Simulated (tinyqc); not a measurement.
Hueckel theory of the pi electrons with the omega technique, for the molecule c1cc[cH-]c1 (SMILES; centres numbered as the heavy atoms are written), step by step. One step of it, computed by the program tinyqc.

Task: Energy, charges, bond orders. E = sum n x; q_r = z_r - P_rr; bond order p = P_rs; free valence = sqrt(3) - sum of p over the bonds of the atom.

x values: [1.800000, 0.418034, 0.418034, -1.818034, -1.818034]

occupations: [2.000000, 2.000000, 2.000000, 0.000000, 0.000000]

charge and bond-order matrix P, order 1C, 2C, 3C, 4C, 5C:
$$\begin{pmatrix}
1.200000 & 0.647214 & -0.247214 & -0.247214 & 0.647214 \\
0.647214 & 1.200000 & 0.647214 & -0.247214 & -0.247214 \\
-0.247214 & 0.647214 & 1.200000 & 0.647214 & -0.247214 \\
-0.247214 & -0.247214 & 0.647214 & 1.200000 & 0.647214 \\
0.647214 & -0.247214 & -0.247214 & 0.647214 & 1.200000
\end{pmatrix}$$

Centres:
```
centre  z_r, pi electrons of the neutral centre         h
1C                                            1  0.000000
2C                                            1  0.000000
3C                                            1  0.000000
4C                                            1  0.000000
5C                                            1  0.000000
```

Bonds:
```
i  j  k
1  2  1
2  3  1
3  4  1
4  5  1
5  1  1
```

Give: pi energy = 6 alpha + this times beta; pi charges; Bond orders and lengths from R = 1.517 - 0.180 p; free valence of the carbons; gap between the highest filled and the next level.

Result:

pi energy = 6 alpha + this times beta = 5.2721

pi charges: 1C -0.2000, 2C -0.2000, 3C -0.2000, 4C -0.2000, 5C -0.2000

Bond orders and lengths from R = 1.517 - 0.180 p (angstrom, C-C alone):
```
bond       p       R
1-2   0.6472  1.4005
2-3   0.6472  1.4005
3-4   0.6472  1.4005
4-5   0.6472  1.4005
5-1   0.6472  1.4005
```

free valence of the carbons: 1C 0.4376, 2C 0.4376, 3C 0.4376, 4C 0.4376, 5C 0.4376

gap between the highest filled and the next level = 2.2361 |beta|
